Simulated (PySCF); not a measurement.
System (SMILES): N#[N+][O-].
Geometry (B3LYP-D3(BJ)/def2-TZVP, fixed):
```
N
N 1 1.1210
O 1 1.1826 2 180.00
```
Charge 0, spin multiplicity 1.

Basis-set convergence of the lowest singlet excitation energy at CAM-B3LYP with PySCF. Tamm-Dancoff approximation; the state is taken by its order, and sets in which it differs in degeneracy or brightness are left out, yet its character can still change. All functions are spherical. Density fitting with generated auxiliary sets. No added dispersion term, no relativity. Reference: the value in d-aug-cc-pVTZ, 6.669 eV, itself unsure by roughly 0.002 eV (its mean distance from aug-cc-pVQZ, aug-pcseg-2, aug-cc-pVTZ). Deviations are taken from unrounded values. Cost is core time over that of 6-311+G**, rough, on shared machines of one kind; a dash marks a row that isn't timed (too short, read off another run, short of memory, by another algorithm or on other hardware).

```csv
basis,functions,lowest singlet excitation energy (eV),minus reference (eV),cost
pcseg-0,27,6.325,-0.344,-
pcseg-1,42,6.702,0.033,-
6-31+G*,54,6.629,-0.039,-
6-311+G**,66,6.611,-0.057,1×
aug-cc-pVDZ,69,6.657,-0.011,1×
cc-pVTZ,90,6.714,0.046,2×
def2-TZVPP,93,6.693,0.025,2×
d-aug-cc-pVDZ,96,6.658,-0.011,2×
def2-TZVPPD,114,6.680,0.011,4×
aug-pcseg-2,138,6.664,-0.005,4×
cc-pVQZ,165,6.701,0.032,9×
pcseg-3,180,6.670,0.001,10×
def2-QZVPPD,192,6.673,0.004,10×
```
